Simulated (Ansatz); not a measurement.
# One shape, several levels: singlet C2H6Al−

We compute a comparison of 6 runs (HF/STO-3G, BLYP/def2-SVPD, PBE/def2-SVPD, PBE0/def2-SVPD, SVWN5/def2-SVPD, MP2/def2-SVPD) of singlet C2H6Al−. 

Program for the calculation: Ansatz 0.2.0.

27 further runs of the same task are left out: 27 set aside as unsound or not needed.

### 1 The structure to begin with

The species is C2H6Al− (9 atoms), meant as a singlet with charge -1. As SMILES of the parent species, `[CH3][Al][CH3]`. Geometry: relaxed at PBE0-D4/def2-TZVP. That shape belongs to the parent species and isn't relaxed for this state.

Bond lengths: C1–Al2 1.972 Å, Al2–C3 1.969 Å, C1–H4 1.095 Å, C1–H5 1.095 Å, C1–H6 1.095 Å, C3–H7 1.097 Å, C3–H8 1.097 Å, C3–H9 1.091 Å. Some angles: C1–Al2–C3 118.6°, Al2–C1–H4 111.5°, Al2–C1–H5 111.1°, Al2–C1–H6 111.0°, Al2–C3–H7 109.3°, Al2–C3–H8 109.4°, Al2–C3–H9 114.5°, H4–C1–H5 108.3°, H4–C1–H6 108.2°, H5–C1–H6 106.6°.

### 2 The energy at HF/STO-3G (run 1)

Input file input.yaml:

```yaml
crystal:
  periodic: [false, false, false]
  atoms:
    - {symbol: C, position_ang: [-0.810700, 1.130600, -0.941500]}
    - {symbol: Al, position_ang: [0.731000, 0.705500, 0.211900]}
    - {symbol: C, position_ang: [0.877300, -1.111400, 0.957800]}
    - {symbol: H, position_ang: [-1.467800, 0.264500, -1.069000]}
    - {symbol: H, position_ang: [-0.481900, 1.460900, -1.931900]}
    - {symbol: H, position_ang: [-1.401500, 1.950000, -0.519700]}
    - {symbol: H, position_ang: [0.915300, -1.838200, 0.137400]}
    - {symbol: H, position_ang: [-0.021800, -1.337900, 1.543500]}
    - {symbol: H, position_ang: [1.748700, -1.270300, 1.594400]}
basis:
  gaussian: {orbitals: STO-3G}
hamiltonian: {xc: hf}
total_charge: -1
accuracy: high
output: {orbitals: {seedname: orbitals}}
```

Launch:

```bash
$ ansatz run input.yaml --threads 1 --pin off --max-ram 3480MiB --events-out events.jsonl --progress --plain --runs-dir runs
```

The program printed:

```text
Warning: RAYON_NUM_THREADS=1 ignored (pool sized by the plan → 1); use --threads N
Functional definition: HF
  name "HF"
  exchange = exact_x
  correlation = 0
478 factors; integrals over basis functions are off by at most 2.8e-9 eV
mean field evaluation 1: about -8625.9516 eV, gradient 1.1e1 eV
mean field evaluation 2: about -8626.0617 eV, gradient 1.1e1 eV
mean field evaluation 4: about -8626.6911 eV, gradient 4.6e-1 eV
mean field evaluation 8: about -8626.6918 eV, gradient 8.6e-7 eV
mean field -8626.69180072 eV, -317.0250762947 hartree, gradient 2.5e-8 eV, S^2 0.000000; 0 other end points of the search recorded, 0 dependent functions left out
reference -8626.69180072 eV, -317.0250762947 hartree; 16, 16 occupied and 9, 9 virtual orbitals, 478 factors
Total energy: -8626.69180072 eV, -317.0250762947 hartree
```

Run time: 0.14 s. Hardware: 1 thread of Arm Neoverse V2, shared host.

### 3 The energy at BLYP/def2-SVPD (run 2)

Input file job.yaml:

```yaml
crystal:
  periodic: [false, false, false]
  atoms:
    - {symbol: C, position_ang: [-0.810700, 1.130600, -0.941500]}
    - {symbol: Al, position_ang: [0.731000, 0.705500, 0.211900]}
    - {symbol: C, position_ang: [0.877300, -1.111400, 0.957800]}
    - {symbol: H, position_ang: [-1.467800, 0.264500, -1.069000]}
    - {symbol: H, position_ang: [-0.481900, 1.460900, -1.931900]}
    - {symbol: H, position_ang: [-1.401500, 1.950000, -0.519700]}
    - {symbol: H, position_ang: [0.915300, -1.838200, 0.137400]}
    - {symbol: H, position_ang: [-0.021800, -1.337900, 1.543500]}
    - {symbol: H, position_ang: [1.748700, -1.270300, 1.594400]}
basis:
  gaussian:
    orbitals: def2-SVPD
total_charge: -1
hamiltonian:
  xc: {name: BLYP}
accuracy: high
output: {orbitals: {seedname: orbitals}}
```

Launch:

```bash
$ ansatz run job.yaml --threads 1 --pin off --max-ram 3480MiB --events-out events.jsonl --progress --plain --runs-dir runs
```

The program printed:

```text
Warning: RAYON_NUM_THREADS=1 ignored (pool sized by the plan → 1); use --threads N
Functional definition: BLYP
  name "BLYP"
  parameter beta = 0.0042
  parameter a = 0.04918
  parameter b = 0.132
  parameter c = 0.2533
  parameter d = 0.349
  exchange = b88_x(beta = beta)
  correlation = lyp_c(a = a, b = b, c = c, d = d)
2261 factors; integrals over basis functions are off by at most 3.5e-9 eV
mean field evaluation 1: about -8754.8386 eV, gradient 5.7e1 eV
mean field evaluation 2: about -8732.0572 eV, gradient 9.7e1 eV
mean field evaluation 4: about -8762.9447 eV, gradient 7.0e0 eV
mean field evaluation 8: about -8763.1931 eV, gradient 3.8e-1 eV
mean field evaluation 16: about -8763.1938 eV, gradient 9.7e-5 eV
mean field -8763.19375790 eV, -322.0414306966 hartree, gradient 3.7e-8 eV, S^2 0.000000; 0 other end points of the search recorded, 0 dependent functions left out
reference -8763.19380679 eV, -322.0414324933 hartree; 16, 16 occupied and 96, 96 virtual orbitals, 2261 factors
Total energy: -8763.19380679 eV, -322.0414324933 hartree
```

It took 7.8 s on 1 thread of Arm Neoverse V2, shared host; peak memory 0.31 GiB.

Runs 3 to 5 aren't shown in full; the table further down has their settings and results.

### 4 The energy at MP2/def2-SVPD (run 6)

Input file input.yaml:

```yaml
crystal:
  periodic: [false, false, false]
  atoms:
    - symbol: C
      position_ang: [-0.810700, 1.130600, -0.941500]
    - symbol: Al
      position_ang: [0.731000, 0.705500, 0.211900]
    - symbol: C
      position_ang: [0.877300, -1.111400, 0.957800]
    - symbol: H
      position_ang: [-1.467800, 0.264500, -1.069000]
    - symbol: H
      position_ang: [-0.481900, 1.460900, -1.931900]
    - symbol: H
      position_ang: [-1.401500, 1.950000, -0.519700]
    - symbol: H
      position_ang: [0.915300, -1.838200, 0.137400]
    - symbol: H
      position_ang: [-0.021800, -1.337900, 1.543500]
    - symbol: H
      position_ang: [1.748700, -1.270300, 1.594400]
basis:
  gaussian: {orbitals: def2-SVPD}
accuracy: high
total_charge: -1
correlation: {method: mp2, frozen_orbitals: {Al: 5, C: 1, H: 0}}
```

Launch:

```bash
$ ansatz run input.yaml --threads 1 --pin off --max-ram 3480MiB --events-out events.jsonl --progress --plain --runs-dir runs
```

The program printed:

```text
Warning: RAYON_NUM_THREADS=1 ignored (pool sized by the plan → 1); use --threads N
[... 4 set-up lines as earlier in the session ...]
2261 factors; integrals over basis functions are off by at most 3.5e-9 eV
mean field evaluation 1: about -8732.3377 eV, gradient 2.0e1 eV
mean field evaluation 2: about -8732.3397 eV, gradient 2.0e1 eV
mean field evaluation 4: about -8733.8915 eV, gradient 2.6e0 eV
mean field evaluation 8: about -8733.9310 eV, gradient 3.7e-2 eV
mean field -8733.93102677 eV, -320.9660451627 hartree, gradient 1.5e-8 eV, S^2 0.000000; 0 other end points of the search recorded, 0 dependent functions left out; unrestricted orbitals would lower it
mean field evaluation 16: about -8733.9572 eV, gradient 5.5e0 eV
7 core orbitals not correlated: weight in the atoms' cores, before any rotation towards them, 1.000 or more for the frozen orbitals, at most 0.000 for the correlated occupied ones
reference -8733.93102677 eV, -320.9660451627 hartree; 9, 9 occupied and 96, 96 virtual orbitals, 2261 factors
second order -10.62307470 eV of doubles, -0.00000000 eV of singles
Total energy: -8744.55410147 eV, -321.3564359573 hartree
```

Wall time 4.2 s (1 thread of Arm Neoverse V2, shared host); peak memory 0.33 GiB.

### 5 Overview of the runs

| run | level | frozen core orbitals | energy (Eh) | HOMO energy (eV) | LUMO energy (eV) | HOMO–LUMO gap (eV) | wall time |
| --- | --- | --- | --- | --- | --- | --- | --- |
| 1 | HF/STO-3G | – | -317.025076 | 6.32 | 18.17 | 11.84 | 0.14 s |
| 2 | BLYP/def2-SVPD | – | -322.041432 | 1.71 | 3.20 | 1.49 | 7.8 s |
| 3 | PBE/def2-SVPD | – | -321.840805 | 1.60 | 3.03 | 1.43 | 8.4 s |
| 4 | PBE0/def2-SVPD | – | -321.880928 | 1.01 | 3.80 | 2.79 | 7.5 s |
| 5 | SVWN5/def2-SVPD | – | -320.275538 | 1.51 | 2.87 | 1.36 | 5.1 s |
| 6 | MP2/def2-SVPD | 7 | -321.356436 | – | – | – | 4.2 s |

### 6 Summary of results

| quantity | value |
| --- | --- |
| run 6: total energy | -321.35644 Eh |
| run 6: correlation energy (7 core orbitals frozen) | -390.4 mEh |

In words: Over runs 1, 2, 3, 4, 5 the HOMO–LUMO gap runs from 1.36 eV (SVWN5/def2-SVPD) to 11.84 eV (HF/STO-3G). The two ends differ in method and basis. The empty levels of an anion lie above zero and hang on the basis. Totals of different functionals can't be ranked against each other. In runs 1, 2, 3, 4, 5 the HOMO lies above zero, so the outermost electron may be held by the basis alone. In run 6 the log says that unrestricted orbitals would lower the reference, so the values rest on an unstable closed-shell determinant (other closed-shell runs at this shape may share the fault). In run 1 the basis is minimal, so the values are rough. All runs together took 33 s, the longest 8.4 s.
